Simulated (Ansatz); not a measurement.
The input (input.yaml):

```yaml
crystal:
  periodic: [false, false, false]
  atoms:
    - { symbol: C, position_ang: [-0.0438, -0.6542, 1.6024] }
    - { symbol: C, position_ang: [-0.0222, -0.3585, 0.0875] }
    - { symbol: "N", position_ang: [1.2415, -0.7759, -0.4357] }
    - { symbol: O, position_ang: [-0.0896, 1.0475, -0.1204] }
    - { symbol: C, position_ang: [-0.6633, 1.3162, -1.4285] }
    - { symbol: F, position_ang: [-1.9546, 0.9143, -1.4577] }
    - { symbol: H, position_ang: [0.0471, -1.6704, 1.83] }
    - { symbol: H, position_ang: [-1.0183, -0.2519, 1.9769] }
    - { symbol: H, position_ang: [0.6829, -0.0293, 2.1715] }
    - { symbol: H, position_ang: [-0.8195, -0.9172, -0.3783] }
    - { symbol: H, position_ang: [1.9732, -0.2033, 0.0535] }
    - { symbol: H, position_ang: [1.4742, -1.726, -0.1069] }
    - { symbol: H, position_ang: [-0.7063, 2.4319, -1.58] }
    - { symbol: H, position_ang: [-0.1142, 0.8477, -2.1856] }
basis:
  gaussian: { orbitals: def2-SVP }
hamiltonian:
  xc: b3lyp
relax:
  f_tol: 0.015
  max_steps: 40
```

Run as:

```bash
$ ansatz run input.yaml --threads 2 --pin off --max-ram 3072MiB --backend cpu --events-out ev --progress --plain --runs-dir out
```

Hardware: 2 threads of Intel(R) Xeon(R) Platinum 8375C CPU @ 2.90GHz (Ice Lake), with other jobs on the host.

Task: Roughly how long does this run take, and how much memory?

Result: 53 s, with a peak of 0.32 GiB, for 10 ionic steps.
